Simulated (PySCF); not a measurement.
Compound: C₅H₇N.
SMILES with atom numbers: `[CH3:1]/[CH:2]=[CH:3]\[CH2:4][C:5]#[N:6]` (hydrogens: H7, H8, H9 on C1; H10 on C2; H11 on C3; H12, H13 on C4)

The same species was optimised twice, with GFN2-xTB and with PBE0-D3(BJ)/def2-SVP (PySCF), and the same property calculations (PySCF, gas phase) were run on both structures.

| coordinate | GFN2-xTB | PBE0-D3(BJ)/def2-SVP | change |
| --- | --- | --- | --- |
| C4–C5 (Å) | 1.443 | 1.461 | +0.018 |
| C5≡N6 (Å) | 1.143 | 1.157 | +0.014 |
| C2=C3 (Å) | 1.324 | 1.337 | +0.013 |
| C3–C4 (Å) | 1.506 | 1.505 | -0.001 |
| C1–C2 (Å) | 1.492 | 1.491 | -0.001 |
| C3–C4–C5 (°) | 109.4 | 112.4 | +3.0 |
| C2–C3–C4 (°) | 126.5 | 126.1 | -0.4 |
| C4–C5–N6 (°) | 178.9 | 179.2 | +0.3 |
| C1–C2–C3 (°) | 128.0 | 128.2 | +0.2 |
| C2–C3–C4–C5 (°) | -107 | -122 | -15 |

Rotational constants: A = 8319, B = 1878, C = 1768 MHz (GFN2-xTB) against A = 9860, B = 1683, C = 1615 MHz (PBE0-D3(BJ)/def2-SVP). Point groups within 0.08 Å: C1 and C1. Atoms that the bonding makes alike are paired by their places after alignment.

On the GFN2-xTB structure: lowest singlet, TDDFT (eV) 6.74 [B3LYP/def2-SVPD]; lowest triplet, Tamm–Dancoff (eV) 4.51 [B3LYP/def2-SVPD]; isotropic polarisability (au) 64.3 [B3LYP/def2-SVPD]; HOMO (eV) -7.57 [B3LYP/def2-SVPD]; LUMO (eV) -0.37 [B3LYP/def2-SVPD]; dipole (D) 4.22 [B3LYP/def2-SVPD]; HOMO (eV) -7.78 [PBE0/pcSseg-1]; LUMO (eV) -0.06 [PBE0/pcSseg-1]; dipole (D) 4.18 [PBE0/pcSseg-1]; GIAO shielding of C1 (ppm) 170.9 [PBE0/pcSseg-1]; GIAO shielding of C2 (ppm) 48.2 [PBE0/pcSseg-1]; GIAO shielding of C3 (ppm) 60.7 [PBE0/pcSseg-1]; GIAO shielding of C4 (ppm) 170.9 [PBE0/pcSseg-1]; GIAO shielding of C5 (ppm) 65.6 [PBE0/pcSseg-1]; GIAO shielding of N6 (ppm) -30.0 [PBE0/pcSseg-1].

Question: What do these properties become on the PBE0-D3(BJ)/def2-SVP structure?

Answer: 
| property | level | on GFN2-xTB | on PBE0-D3(BJ)/def2-SVP | change |
| --- | --- | --- | --- | --- |
| lowest singlet, TDDFT (eV) | B3LYP/def2-SVPD | 6.74 | 6.67 | -0.07 |
| lowest triplet, Tamm–Dancoff (eV) | B3LYP/def2-SVPD | 4.51 | 4.39 | -0.12 |
| isotropic polarisability (au) | B3LYP/def2-SVPD | 64.3 | 66.0 | +1.7 |
| HOMO (eV) | B3LYP/def2-SVPD | -7.57 | -7.54 | +0.03 |
| LUMO (eV) | B3LYP/def2-SVPD | -0.37 | -0.44 | -0.07 |
| dipole (D) | B3LYP/def2-SVPD | 4.22 | 4.42 | +0.20 |
| energy, GFN2-xTB geometry as zero (kcal/mol) | B3LYP/def2-SVPD | 0.0 | -1.6 | -1.6 |
| HOMO (eV) | PBE0/pcSseg-1 | -7.78 | -7.75 | +0.03 |
| LUMO (eV) | PBE0/pcSseg-1 | -0.06 | -0.14 | -0.08 |
| dipole (D) | PBE0/pcSseg-1 | 4.18 | 4.39 | +0.21 |
| energy, GFN2-xTB geometry as zero (kcal/mol) | PBE0/pcSseg-1 | 0.0 | -0.7 | -0.7 |
| GIAO shielding of C1 (ppm) | PBE0/pcSseg-1 | 170.9 | 169.4 | -1.5 |
| GIAO shielding of C2 (ppm) | PBE0/pcSseg-1 | 48.2 | 46.0 | -2.2 |
| GIAO shielding of C3 (ppm) | PBE0/pcSseg-1 | 60.7 | 57.5 | -3.2 |
| GIAO shielding of C4 (ppm) | PBE0/pcSseg-1 | 170.9 | 168.0 | -2.9 |
| GIAO shielding of C5 (ppm) | PBE0/pcSseg-1 | 65.6 | 62.5 | -3.1 |
| GIAO shielding of N6 (ppm) | PBE0/pcSseg-1 | -30.0 | -37.1 | -7.1 |

The heavy atoms differ by 0.162 Å rms after alignment (one structure mirrored). Among bonds between heavy atoms C4–C5 changes most (+0.018 Å). Changes are differences of the printed values. Neither structure is proved a minimum here.

Shape of the structure used: `[CH3:1]/[CH:2]=[CH:3]\[CH2:4][C:5]#[N:6]`: C2–C3–C4–C5 -122°.
